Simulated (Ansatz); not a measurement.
**SiPHCl (sextet): from Hartree-Fock to the top rungs, cc-pVTZ**

One table from this session's results is given with a row withheld; the runs are named, their logs left out.

Program: Ansatz 0.2.0, Gaussian basis. Level of theory: cc-pVTZ, core rule «outside noble gas», up to 15 orbitals frozen. These are calculated values, not measurements.

The runs, in order: UHF; CCSD(T) on ROHF; CCSD(T) on UHF; BCCD(T) on ROHF; CCSDT(Q) on ROHF; CCSDT(Q) on UHF; CASSCF and NEVPT2, 17 electrons in 13 orbitals.

5 further runs of the same task are left out: 5 set aside as unsound or not needed. Runs told in other sessions of the task aren't counted.

## What is computed

The geometry is a PBE0/def2-TZVP stationary point (not a proven minimum) of the parent state, kept for this charge and spin.

4 atoms, charge 0, spin multiplicity 6.

Atoms are counted from 1 here; the program's logs count them from 0.

Bond lengths: Cl1–Si2 2.068 Å, Si2–P3 2.282 Å, P3–H4 1.429 Å. Angles: Cl1–Si2–P3 112.5°, Si2–P3–H4 96.7°.

Set-up of the first run:

Contents of in.yaml:

```yaml
crystal:
  periodic: [false, false, false]
  atoms:
    - {symbol: Cl, position_ang: [0.017539, -0.372733, 1.703409]}
    - {symbol: Si, position_ang: [0.019119, 0.850411, 0.036379]}
    - {symbol: P, position_ang: [-0.080618, -0.331858, -1.912861]}
    - {symbol: H, position_ang: [1.327734, -0.387755, -2.147109]}
basis:
  gaussian: {orbitals: cc-pVTZ}
magnetization: {spin_polarized: true, initial_magnetization: 5}
hamiltonian: {xc: hf}
output: {orbitals: {seedname: orbitals}}
```

On the command line:

```console
> ansatz run in.yaml --threads 1 --pin off --events-out ev --progress --plain --max-ram 4096MiB --backend cpu
```

Steps of the session up to this table: UHF; CCSD(T) on ROHF; CCSD(T) on UHF; BCCD(T) on ROHF; CCSDT(Q) on ROHF; CCSDT(Q) on UHF; CASSCF and NEVPT2, 17 electrons in 13 orbitals.

One of the session's tables, all rows but one given; the rest of the session is left out.

It belongs to the step «Misses and costs». 

```
        method  from RCCSDT(Q) (meV)
          ROHF              +11919.6
           UHF              +11736.6
          RMP2               +1834.4
          UMP2               +1865.7
         RCCSD                     ?
         UCCSD                +624.7
      RCCSD(T)                +100.0
      UCCSD(T)                 +98.1
       BCCD(T)                 +96.2
        RCCSDT                 +33.9
        UCCSDT                 +30.3
     RCCSDT(Q)                     0
     UCCSDT(Q)                  -6.3
CASSCF valence              +10922.2
NEVPT2 valence               +2578.9
```

Q: Estimate the row for RCCSD from the others.

The run gave: from RCCSDT(Q) (meV): +632.3. In the column «from RCCSDT(Q) (meV)» it lies between UCCSD (+624.7) and RMP2 (+1834.4).

Limits of these values: Restricted and unrestricted rows rest on different reference determinants; a gap between their highest levels can come from leftover correlation error, from unlike frozen cores or from another state.
